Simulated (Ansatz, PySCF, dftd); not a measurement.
Species: C3H5, charge 0, doublet. C3H5 (SMILES [CH]=CC, doublet).
B3LYP-D3(BJ)/def2-TZVP minimum from Ansatz (an electronic-structure program):
```xyz
8

C      1.3359     0.1766     0.0081
C      0.0582     0.4385    -0.0081
H      2.2670     0.7199     0.0055
H     -0.2541     1.4885    -0.0315
C     -1.0550    -0.5714     0.0021
H     -0.6648    -1.5877     0.0255
H     -1.6988    -0.4243     0.8731
H     -1.6836    -0.4589    -0.8851
```
Charge 0, spin multiplicity 2.

Quantity: enthalpy of formation at 298 K (by atomisation, with ideal-gas terms from PySCF's Hessian at B3LYP-D3(BJ)/def2-TZVP and the atoms' measured values of the G2/97 table; no spin-orbit terms), in kJ/mol. Radicals and triplets start from unrestricted determinants; spin-orbit coupling is neglected. Correlated methods leave the cores frozen. Rows without X2C or -DK are non-relativistic. CBS(X,Y): correlation extrapolated as X^-3, Hartree-Fock from the larger set. A bracket is a step between two methods taken in the basis named. The functionals are non-relativistic, so their misses hold any scalar relativity. Double hybrids freeze cores in their MP2 part. 'core' is core correlation in cc-pwCVTZ, 'X2C' scalar relativity in cc-pVTZ-DK, both at CCSD(T). Where a partner has so few electrons that a lower coupled-cluster level is exact, that level stands in. The UHF reference of C3H5 ([CH]=CC, doublet) is spin-contaminated (<S^2> up to 0.18 over the pure value in the sets run).

| level | program | enthalpy of formation at 298 K (kJ/mol) | difference against the last row |
|---|---|---|---|
| HF/aug-cc-pVTZ | Ansatz | 1016.9 | 753.1 |
| B3LYP/def2-TZVPD | Ansatz | 272.4 | 8.6 |
| B2GP-PLYP-D4/def2-TZVPD | Ansatz + dftd4 | 307.4 | 43.6 |
| MP2/aug-cc-pVTZ | Ansatz | 326.0 | 62.2 |
| CCSDT(Q)/cc-pVDZ | Ansatz | 489.4 | 225.6 |
| CCSD(T)/CBS(cc-pVTZ,cc-pVQZ) + [CCSDT(Q) - CCSD(T)]/cc-pVDZ + core + X2C | Ansatz | 263.8 | 0.0 |
